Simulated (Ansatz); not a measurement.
**BSiHO+ (doublet): the correlation ladder, def2-TZVPP**

The task here is to estimate one member of a computed series from the others.

Program: Ansatz 0.2.0, Gaussian basis. Level of theory: def2-TZVPP, core rule «outside noble gas», up to 7 orbitals frozen. These are calculated values, not measurements.

To be run: UHF; ROHF; CCSD(T) on UHF.

2 further runs of the same task are left out: 2 set aside as unsound or not needed.

## What is computed

The geometry is a PBE0/def2-TZVP stationary point (not a proven minimum) of the parent state, kept for this charge and spin.

4 atoms, charge 1, spin multiplicity 2.

Atoms are counted from 1 here; the program's logs count them from 0.

Bond lengths: B1–Si2 2.026 Å, B1–H4 1.203 Å, Si2–O3 1.518 Å. Angles: Si2–B1–H4 119.5°, B1–Si2–O3 139.0°.

Geometry (Å):

```tsv
atom	x (Å)	y (Å)	z (Å)
B1	0.0000	-0.4092	1.8898
Si2	0.0000	0.2878	-0.0128
O3	0.0000	-0.2521	-1.4313
H4	0.0000	0.3706	2.8062
```

The first run:

Input file in.yaml:

```yaml
crystal:
  periodic: [false, false, false]
  atoms:
    - {symbol: B, position_ang: [0.000000, -0.409239, 1.889811]}
    - {symbol: Si, position_ang: [0.000000, 0.287819, -0.012810]}
    - {symbol: O, position_ang: [0.000000, -0.252059, -1.431271]}
    - {symbol: H, position_ang: [0.000000, 0.370590, 2.806241]}
basis:
  gaussian: {orbitals: def2-TZVPP}
total_charge: 1
magnetization: {spin_polarized: true, initial_magnetization: 1}
hamiltonian: {xc: hf}
output: {orbitals: {seedname: orbitals}}
```

Launch:

```bash
> ansatz run in.yaml --threads 1 --pin off --events-out ev --progress --plain --max-ram 4096MiB --backend cpu
```

Among the steps run: UHF; ROHF; CCSD(T) on UHF.

One of the session's tables, all rows but one given; the rest of the session is left out.

It belongs to the step «Misses and costs». 

| method | from UCCSD(T) (meV) |
| --- | --- |
| ROHF | +11890.0 |
| UHF | +11523.3 |
| UMP2 | +2218.6 |
| UCCSD | ? |
| UCCSD(T) | 0 |

Estimate the missing values for UCCSD.

The run gave: from UCCSD(T) (meV): +569.7. In the column «from UCCSD(T) (meV)» it lies between UCCSD(T) (0) and UMP2 (+2218.6).
